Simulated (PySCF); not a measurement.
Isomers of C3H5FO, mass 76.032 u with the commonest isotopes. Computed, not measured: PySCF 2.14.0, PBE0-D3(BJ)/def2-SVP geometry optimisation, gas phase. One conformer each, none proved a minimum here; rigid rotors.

Task: Order these by out-of-plane moment Σ m c² = (Ia + Ib − Ic)/2, largest first.
A. `F[C@H]1CCO1`
B. `[OH:1][C@@H:2]1[CH2:3][C@@H:4]1[F:5]` with H–O1–C2–C3 76°
C. `[F:1][CH2:2][C@@H:3]1[CH2:4][O:5]1` with F1–C2–C3–C4 -93°

Result: B (13.59 u·Å²), A (11.74 u·Å²), C (9.71 u·Å²).

Task: Order these by radius of gyration √(Σ m r²/M), smallest first.
A. `F[C@H]1CCO1`
B. `[OH:1][C@@H:2]1[CH2:3][C@@H:4]1[F:5]` with H–O1–C2–C3 76°
C. `[F:1][CH2:2][C@@H:3]1[CH2:4][O:5]1` with F1–C2–C3–C4 -93° (epifluorohydrin)

Result: A (1.352 Å), B (1.388 Å), C (1.551 Å).

Task: Order these by rotational constant A, largest first.
A. `F[C@H]1CCO1`
B. `[OH:1][C@@H:2]1[CH2:3][C@@H:4]1[F:5]` with H–O1–C2–C3 76°
C. `[F:1][CH2:2][C@@H:3]1[CH2:4][O:5]1` with F1–C2–C3–C4 -93°

Result: C (14664 MHz), A (10363 MHz), B (7681 MHz).

| SMILES | point group | Ia (u·Å²) | Ib (u·Å²) | Ic (u·Å²) | κ | μa (D) | μb (D) | μc (D) |
| --- | --- | --- | --- | --- | --- | --- | --- | --- |
| FC[C@@H]1CO1 | C1 | 34.46 | 158.13 | 173.16 | -0.95 | 0.22 | 0.48 | 0.02 |
| O[C@@H]1C[C@@H]1F | C1 | 65.79 | 94.31 | 132.92 | -0.20 | 0.82 | 1.13 | 0.76 |
| F[C@H]1CCO1 | C1 | 48.77 | 101.88 | 127.18 | -0.69 | 1.72 | 1.93 | 0.65 |
